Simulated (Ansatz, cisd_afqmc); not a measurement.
System: C2H2, charge 0, singlet. C2H2 (SMILES C#C).
B3LYP-D3(BJ)/def2-TZVP minimum from Ansatz (a first-principles code):
```xyz
4

C      0.0000     0.0000    -0.5984
C      0.0000     0.0000     0.5984
H      0.0000     0.0000     1.6611
H      0.0000     0.0000    -1.6611
```
Charge 0, spin multiplicity 1.

Total energies in cc-pVDZ, 10 correlated electrons, 2 frozen orbitals. Radicals and triplets start from unrestricted determinants; spin-orbit coupling is neglected. Correlated methods leave the cores frozen. No relativity. AFQMC is phaseless with a CISD trial state; ± is one standard error, without the phaseless bias. Outlying blocks are dropped, and bars are widened where a walk drifts. Over all cases where full CI ran beside it in this data, AFQMC minus full CI had a median of +0.1 mEh and passed +0.4 mEh in a tenth of the cases.

| method | program | energy (Eh) | minus CCSDTQ (mEh) |
|---|---|---|---|
| HF | Ansatz | -76.82598 | 283.81 |
| MP2 | Ansatz | -77.08038 | 29.41 |
| CCSD | Ansatz | -77.09759 | 12.21 |
| CCSD(T) | Ansatz | -77.10851 | 1.29 |
| CCSDT(Q) | Ansatz | -77.10990 | -0.10 |
| CCSDTQ | Ansatz | -77.10979 | 0.00 |
| AFQMC/CISD | cisd_afqmc | -77.1095 ± 0.0004 | 0.3 ± 0.4 |

Rough core times of Ansatz's runs on a shared machine: CCSD(T) under 20 s, CCSDT(Q) under 20 s, CCSDTQ 2 min.
